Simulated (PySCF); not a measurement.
# AlH₃: rigid scans about the minimum

How stiff is AlH₃ (singlet) against rigid distortions? The scans start from its PBE0 minimum.

The runs use PySCF 2.14.0; PBE0, basis Al def2-TZVP, H def2-TZVP, no relativity, density fitting.

### Step 1. Starting geometry

4 atoms, charge 0, spin multiplicity 1.

Bond lengths: Al1–H2 1.586 Å, Al1–H3 1.586 Å, Al1–H4 1.586 Å. Angles: H2–Al1–H3 120.0°, H2–Al1–H4 120.0°, H3–Al1–H4 120.0°.

```xyz
4
charge 0 multiplicity 1
Al    0.0000    0.0000    0.0000
H     1.5859    0.0000    0.0000
H    -0.7930    1.3734    0.0000
H    -0.7929   -1.3734    0.0000
```

### Step 2. Density, ELF and potential

The plane holds Al1 at (0.00, 0.00), H2 at (1.59, 0.00), H3 at (-0.79, 1.37), H4 at (-0.79, -1.37) Å. Columns run from x = -2.85 to 3.75 Å, rows from y = 3.75 (top) to -3.45 Å, in steps of 0.3 Å.

Density (cut at 5 e/Å³):

Ten steps from '0' (0.000 e/Å³) to '9' (5.000 e/Å³), finer at the low end (step k begins (100^(k/10) - 1)/99 of the way up):
```
00000000000000000000000
00000000000000000000000
00000000000000000000000
00000000000000000000000
00000000000000000000000
00000112110000000000000
00001233321000000000000
00001356532100000000000
00012468643211100000000
00012456653222211000000
00002345554333332100000
00001234699544554210000
00001234999955775310000
00001234999955775310000
00001234699544554210000
00002345554333332100000
00012456653222211000000
00012468643211100000000
00001356532100000000000
00001233321000000000000
00000112110000000000000
00000000000000000000000
00000000000000000000000
00000000000000000000000
00000000000000000000000
```

ELF (0 where the density is under 0.005 e/Å³):

Ten even steps from '0' (0.00) to '9' (1.00):
```
00000000000000000000000
00000000000000000000000
00000000000000000000000
00000899870000000000000
00009999998300000000000
00099999999500000000000
00899999999510000000000
00999999999510123000000
00999999999412578860000
00799999996226999996000
00489999610049999999000
00136883056129999999000
00001220677519999999800
00001220677519999999800
00136883056129999999000
00489999610049999999000
00799999996226999996000
00999999999412578860000
00999999999510123000000
00899999999510000000000
00099999999500000000000
00009999998300000000000
00000899870000000000000
00000000000000000000000
00000000000000000000000
```

Electrostatic potential (cut at 20 V):

Ten steps from '0' (-0.42 V) to '9' (20.00 V), finer at the low end (step k begins (100^(k/10) - 1)/99 of the way up):
```
11111111111112222222222
11111111111111222222222
11110000001111222222222
11000000000111222222222
11000000000112221111122
10000233211122221111111
10002466532222221111111
10003699854443211111111
10013699976654320000111
11013689888765421000011
11123578999986543200001
12234579999997786410001
22234689999998998520001
22234689999998998520001
12234579999997786410001
11123578999986543200001
11013689888765421000011
10013699976654320000111
10003699854443211111111
10002466532222221111111
10000233211122221111111
11000000000112221111122
11000000000111222222222
11110000001111222222222
11111111111111222222222
```

Along Al1–H2 (1.586 Å) the density is least, 0.56 e/Å³, about 0.79 Å from Al1; ELF there is 0.23.

Making the fields ran for under 0.5 s (2 threads of Arm Neoverse V1, shared host).

### Step 3. Breathing scan

One driver script runs all scans and calls PySCF for each point, on a (75, 302) grid.

On the command line:

```console
$ OMP_NUM_THREADS=2 python axn.py task.json out
```

A rigid scan with PBE0: all bonds to the central atom are scaled together. Each point starts from its neighbour's orbitals, and energies count from the minimum.

| scale of all bonds to the centre | energy (kJ/mol) |
| --- | --- |
| 0.88 | 93.6 |
| 0.92 | 38.0 |
| 0.96 | 8.7 |
| 1.00 | 0.0 |
| 1.04 | 7.4 |
| 1.08 | 27.2 |
| 1.14 | 74.1 |
| 1.22 | 157.5 |
| 1.35 | 316.0 |

The scan took 3 s.

### Step 4. Stretching one bond

A rigid scan with PBE0: the bond from Al to the last atom (H) is scaled and the rest held.

| scale of one bond | energy (kJ/mol) | dipole size (D) |
| --- | --- | --- |
| 0.92 | 12.3 | 0.23 |
| 0.96 | 2.8 | 0.12 |
| 1.00 | 0.0 | 0.00 |
| 1.05 | 3.6 | 0.16 |
| 1.12 | 18.3 | 0.38 |
| 1.20 | 43.9 | 0.65 |
| 1.35 | 103.8 | 1.17 |
| 1.55 | 187.8 | 1.84 |
| 1.80 | 281.0 | 2.61 |
| 2.20 | 390.9 | 3.57 |

The scan took 3.5 s.

A restricted determinant lies too high at long bonds, where the pair should uncouple.

### Step 5. Umbrella curve

A rigid scan with PBE0: angle between each bond and the threefold axis, bonds fixed.

| angle of the bonds to the threefold axis (°) | energy (kJ/mol) | dipole size (D) |
| --- | --- | --- |
| 55 | 239.9 | 3.98 |
| 60 | 173.1 | 3.51 |
| 65 | 118.4 | 3.00 |
| 70 | 74.8 | 2.45 |
| 75 | 41.7 | 1.87 |
| 80 | 18.4 | 1.26 |
| 85 | 4.6 | 0.63 |
| 90 | 0.0 | 0.00 |

The scan took 2.9 s.

### Step 6. Outcome

| quantity | value |
| --- | --- |
| all bonds 4 % longer | 7.4 kJ/mol |
| one bond 20 % longer | 43.9 kJ/mol |

The well is lopsided, 8.7 kJ/mol for 4 % shorter bonds against 7.4 for 4 % longer ones.
